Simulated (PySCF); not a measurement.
Geometry:
| atom | x (Å) | y (Å) | z (Å) |
| --- | --- | --- | --- |
| F1 | 1.308 | 0.224 | -0.667 |
| P2 | -0.070 | -0.012 | 0.032 |
| F3 | -0.224 | 1.635 | 0.224 |
| F4 | 0.131 | -1.650 | -0.183 |
| H5 | -0.002 | -0.171 | 1.384 |
| H6 | -1.140 | -0.023 | -0.811 |

One conformer, one averaged value for each set of equivalent atoms, gas phase, non-relativistic. GIAO PBE0/pcSseg-1 shieldings; coordinates at the GFN2-xTB level; PySCF 2.14.0 with density-fitted response routines.

δ = σ(ref) − σ, references computed at the same level: ¹H (σref 31.72) against TMS; ¹⁹F (σref 170.95) against CFCl3; H3PO4 for ³¹P (σref 318.38).

| atoms | nucleus | count | δ (ppm) |
| --- | --- | --- | --- |
| P2 | ³¹P | 1 | ? |
| F3/F4 | ¹⁹F | 2 | -24.3 |
| H5/H6 | ¹H | 2 | ? |
| F1 | ¹⁹F | 1 | -126.5 |

Complete the table.

## Answers


- H5/H6: 7.65 ppm, hydrogen on a phosphorus bonded to 3 F
- P2: -14.7 ppm, phosphorus bonded to 3 F, 2 H

Unscaled 19F shifts against computed CFCl3 carry errors that often reach 10 to 50 ppm. Experimental scales use liquid or dissolved standards, which lie at an offset from isolated H3PO4.
